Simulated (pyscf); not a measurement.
Thermochemistry of product channels of AsH₃ (SMILES [AsH3]) + InH (SMILES [InH]) [singlet] on the singlet surface, in kJ/mol, from ωB97M-D3(BJ)/def2-TZVP energies (ideal gas, 1 atm, RRHO with modes under 100 cm⁻¹ raised to 100, one conformer, R ln 2 for chiral ones without a mode under 150 cm⁻¹). PySCF, gas phase, ωB97X-D3(BJ)/def2-SVP geometries.

```json
[
 {"products": "HAs=InH (SMILES [AsH]=[InH]) + H₂ (SMILES [H][H])", "ΔE": "?", "ΔH(298 K)": "+24.4", "ΔG(900 K)": "+27.2", "ΔG(1200 K)": "+25.5"},
 {"products": "H₂As–In (SMILES [AsH2][In]) [singlet] + H₂ (SMILES [H][H])", "ΔE": "?", "ΔH(298 K)": "-65.2", "ΔG(900 K)": "-66.5", "ΔG(1200 K)": "-69.0"}
]
```

Question: What belongs in the gaps?

Answer: 
- HAs=InH (SMILES [AsH]=[InH]) + H₂ (SMILES [H][H]), ΔE: +29.0
- H₂As–In (SMILES [AsH2][In]) [singlet] + H₂ (SMILES [H][H]), ΔE: -64.7

These are energies of the channels, which say nothing of barriers. Elements up to Kr have no core potential and no relativistic terms here. Elements past Kr carry the def2 core potentials, without spin-orbit coupling.
